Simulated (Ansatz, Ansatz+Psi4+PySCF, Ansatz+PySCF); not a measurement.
```yaml
atoms:
  - { symbol: H, position_ang: [0.9102, 1.2528, -2.2000] }
  - { symbol: H, position_ang: [0.8931, -1.2007, -2.2000] }
  - { symbol: H, position_ang: [-0.9378, -1.2111, -2.2000] }
  - { symbol: C, position_ang: [-0.0138, 0.6881, -2.2000] }
  - { symbol: C, position_ang: [-0.0138, -0.6463, -2.2000] }
```

Basis set: cc-pVTZ (spherical functions). Frozen core: 2 orbitals. Correlation on ROHF uses semicanonical orbitals with singles. Charge 0, multiplicity 2.

Computed with Ansatz (development build ahead of 0.2.0); each method stands on the lowest determinant of its kind that the runs found.

Give the atomization energy at this shape (free ground-state atoms in the same class of orbitals less the molecule, no zero-point energy) of doublet C₂H₃ by ROHF-CCSD(T), UHF-CCSD(T), ROHF-MP2, UHF-MP2, ROHF.

```
      method  atomization energy
ROHF-CCSD(T)            18.71 eV
 UHF-CCSD(T)            18.68 eV
    ROHF-MP2            18.84 eV
     UHF-MP2            18.55 eV
        ROHF            14.54 eV
```

Caution for UHF-CCSD(T), UHF-MP2: the unrestricted determinant is spin contaminated. Caution for ROHF-MP2, UHF-MP2: forces differ strongly between restricted and unrestricted references.
